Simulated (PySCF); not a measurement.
**`CCCNCC`, C5H13N**

Geometry:
| atom | x (Å) | y (Å) | z (Å) |
| --- | --- | --- | --- |
| C1 | -2.234 | 1.061 | -0.465 |
| C2 | -1.890 | -0.409 | -0.282 |
| C3 | -0.462 | -0.751 | -0.682 |
| N4 | 0.503 | -0.036 | 0.119 |
| C5 | 1.881 | -0.268 | -0.243 |
| C6 | 2.827 | 0.505 | 0.655 |
| H7 | -3.245 | 1.291 | -0.097 |
| H8 | -2.192 | 1.345 | -1.529 |
| H9 | -1.512 | 1.693 | 0.071 |
| H10 | -2.042 | -0.700 | 0.774 |
| H11 | -2.580 | -1.042 | -0.864 |
| H12 | -0.303 | -0.465 | -1.739 |
| H13 | -0.321 | -1.855 | -0.645 |
| H14 | 0.363 | -0.256 | 1.103 |
| H15 | 2.018 | 0.058 | -1.290 |
| H16 | 2.155 | -1.349 | -0.231 |
| H17 | 3.874 | 0.359 | 0.352 |
| H18 | 2.738 | 0.175 | 1.703 |
| H19 | 2.597 | 1.580 | 0.622 |

Computed, not measured: quadratic response CAM-B3LYP/aug-cc-pVDZ first hyperpolarisability, Taylor convention, gas phase in PySCF. Geometry: PBE0-D3(BJ)/def2-SVP.

Problem. Give the tensor of the second harmonic β(−2ω;ω,ω) at 1907 nm in the axes of these coordinates.

Solution. In au, Taylor convention; rows are the first index (the induced dipole):
```
      xx      yy    zz     xy    xz     yz
x  -62.1    -9.0  +0.6  +50.9  +5.4   +2.0
y  +51.4  +101.3  +1.8   -8.8  +2.1  +24.6
z   +5.5   +24.7  +1.7   +2.0  +0.6   +1.8
```
Norm of βᵢ = ⅓ Σⱼ (βᵢⱼⱼ + βⱼᵢⱼ + βⱼⱼᵢ): 172.4 au, hyper-Rayleigh value 67.6 au.
